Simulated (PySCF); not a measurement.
Species: HPS.
SMILES with atom numbers: `[PH:1]=[S:2]` (hydrogens: H3 on P1)

The same species was optimised twice, with GFN2-xTB and with PBE0-D3(BJ)/def2-SVP (PySCF), and the same property calculations (PySCF, gas phase) were run on both structures.

```csv
coordinate,GFN2-xTB,PBE0-D3(BJ)/def2-SVP,change
P1–H3 (Å),1.424,1.454,+0.030
P1=S2 (Å),1.934,1.934,0.000
S2–P1–H3 (°),100.8,102.4,+1.6
```

Rotational constants: A = 267287, B = 8360, C = 8106 MHz (GFN2-xTB) against A = 260204, B = 8343, C = 8084 MHz (PBE0-D3(BJ)/def2-SVP). Point groups within 0.08 Å: Cs and Cs.

On the GFN2-xTB structure: HOMO (eV) -6.90 [PBE0/pcSseg-1]; LUMO (eV) -3.78 [PBE0/pcSseg-1]; dipole (D) 1.65 [PBE0/pcSseg-1]; GIAO shielding of P1 (ppm) -789.3 [PBE0/pcSseg-1]; GIAO shielding of S2 (ppm) -1858.4 [PBE0/pcSseg-1].

**Question.** What do these properties become on the PBE0-D3(BJ)/def2-SVP structure?

**Answer.** 
```tsv
property	level	on GFN2-xTB	on PBE0-D3(BJ)/def2-SVP	change
HOMO (eV)	PBE0/pcSseg-1	-6.90	-6.92	-0.02
LUMO (eV)	PBE0/pcSseg-1	-3.78	-3.79	-0.01
dipole (D)	PBE0/pcSseg-1	1.65	1.59	-0.06
energy, GFN2-xTB geometry as zero (kcal/mol)	PBE0/pcSseg-1	0.0	-0.2	-0.2
GIAO shielding of P1 (ppm)	PBE0/pcSseg-1	-789.3	-791.5	-2.2
GIAO shielding of S2 (ppm)	PBE0/pcSseg-1	-1858.4	-1816.2	+42.2
```

The heavy atoms differ by 0.000 Å rms after alignment. Among all bonds P1–H3 changes most (+0.030 Å). Changes are differences of the printed values. Neither structure is proved a minimum here.
